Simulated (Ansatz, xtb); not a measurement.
# AlH3OP: which of two conformers lies lower

Structure X: `[OH][AlH][PH]`, a doublet. Structure Y: `[OH][AlH][PH]`, a doublet. Both are isolated molecules in the gas phase, relaxed with PBE0-D3(BJ)/pcseg-1.

X (Å):

```yaml
atoms:
  - { symbol: Al, position_ang: [0.2730, -2.4045, 1.6529] }
  - { symbol: O, position_ang: [0.1375, -1.6028, 0.1451] }
  - { symbol: P, position_ang: [1.4471, -1.2833, 3.3269] }
  - { symbol: H, position_ang: [-0.3160, -1.9467, -0.6295] }
  - { symbol: H, position_ang: [1.6890, -0.1722, 2.4547] }
  - { symbol: H, position_ang: [-0.3800, -3.8372, 1.8639] }
```

Y (Å):

```csv
atom,x (Å),y (Å),z (Å)
Al,0.6747,-1.8291,1.4753
O,0.2150,-1.1203,-0.0121
P,-1.0782,-2.8247,2.6466
H,0.8005,-0.6678,-0.6247
H,2.1901,-1.7749,1.9563
H,-0.1929,-3.2239,3.7031
```

Question: Estimate E(Y) − E(X) at the level CCSD(T)/def2-SVP + ΔMP2/def2-TZVPP.

Answer: Too close to call at this level: CCSD(T)/def2-SVP + ΔMP2/def2-TZVPP gives E(Y) − E(X) = −0.012 eV.

How the difference moves with the method:

| level | geometry | E(Y) − E(X) (eV) | departure from the last row (eV) | job, with rough time for the two |
| --- | --- | --- | --- | --- |
| PBE0-D3(BJ)/pcseg-1 | PBE0-D3(BJ)/pcseg-1 | +0.006 | +0.018 | optimisation, 2.5 min |
| HF/def2-SVP | PBE0-D3(BJ)/pcseg-1 | −0.004 | +0.008 | part of the CCSD(T) run |
| MP2/def2-SVP | PBE0-D3(BJ)/pcseg-1 | −0.005 | +0.007 | part of the CCSD(T) run |
| CCSD(T)/def2-SVP | PBE0-D3(BJ)/pcseg-1 | −0.006 | +0.005 | single point |
| CCSD(T)/def2-SVP + ΔMP2/def2-TZVPP | PBE0-D3(BJ)/pcseg-1 | −0.012 |  | single point, 20 s |

The largest departure from CCSD(T)/def2-SVP + ΔMP2/def2-TZVPP is that of PBE0-D3(BJ)/pcseg-1, 0.018 eV. Levels run at GFN2-xTB geometries aren't shown. The last row adds to CCSD(T) the change of the MP2 difference between the two basis sets, here −0.005 eV.

With harmonic frequencies from PBE0-D3(BJ)/pcseg-1 (ideal gas, rigid rotor, one conformer each, 298.15 K, 1 atm): on the last row, ΔE + ΔZPE = −0.014 eV. A mode under 50 cm⁻¹ makes harmonic enthalpies and free energies unreliable, so none is given.

Open shells are spin-unrestricted. The correlated steps freeze 11 core orbitals. Programs: Ansatz 0.2.0; the last row on 1 thread of Arm Neoverse V2 on a shared host.
